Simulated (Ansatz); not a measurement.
```yaml
crystal:
  periodic: [false, false, false]
  atoms:
    - {symbol: Ga, position_ang: [-1.702577, 0.410139, 0.002741]}
    - {symbol: S, position_ang: [0.067165, -1.323705, -0.005409]}
    - {symbol: Ge, position_ang: [1.599392, 0.167580, -0.000334]}
    - {symbol: H, position_ang: [0.372333, 1.662287, 0.006503]}
basis:
  gaussian: {orbitals: def2-TZVP}
hamiltonian: {xc: pbe0}
relax: {f_tol: 0.004, max_steps: 80}
```

```sh
$ ansatz run in.yaml --threads 1 --pin off --events-out ev --progress --plain --max-ram 2176MiB
```

Steps of the relaxation (energy above the last step; positions in Å, forces in eV/Å):

```
4
step 1, 400.1 meV
Ga   -1.703    0.410    0.003    1.091   -0.044   -0.001
S     0.067   -1.324   -0.005   -0.630   -0.116    0.000
Ge    1.599    0.168    0.000   -0.865    1.370    0.006
H     0.372    1.662    0.007    0.404   -1.210   -0.005
```

```
4
step 2, 28.9 meV
Ga   -1.520    0.477    0.003    0.142   -0.074    0.000
S     0.049   -1.337   -0.005   -0.232    0.167    0.001
Ge    1.469    0.291    0.000    0.588   -0.247   -0.001
H     0.338    1.485    0.006   -0.497    0.154    0.001
```

```
4
step 3, 10.3 meV
Ga   -1.515    0.501    0.003    0.192   -0.020    0.000
S     0.047   -1.300   -0.005    0.001   -0.136   -0.001
Ge    1.522    0.285    0.000   -0.152   -0.060    0.000
H     0.282    1.430    0.006   -0.041    0.216    0.001
```

```
4
step 6, 0.0 meV
Ga   -1.483    0.501    0.003    0.000   -0.002    0.000
S     0.047   -1.324   -0.005    0.000    0.003    0.000
Ge    1.501    0.277    0.000    0.001   -0.004    0.000
H     0.272    1.462    0.006   -0.001    0.002    0.000
```

Close pairs at the end: Ge3–H4 1.707 Å, Ga1–H4 2.000 Å, S2–Ge3 2.162 Å, Ga1–S2 2.382 Å, Ga1–Ge3 2.992 Å.

A stationary point of restricted PBE0 after 6 steps (its stability towards spin polarisation wasn't tested); no frequencies were run, so it isn't proven a minimum. 86 s on 1 thread of Intel Xeon Platinum 8488C, shared host.
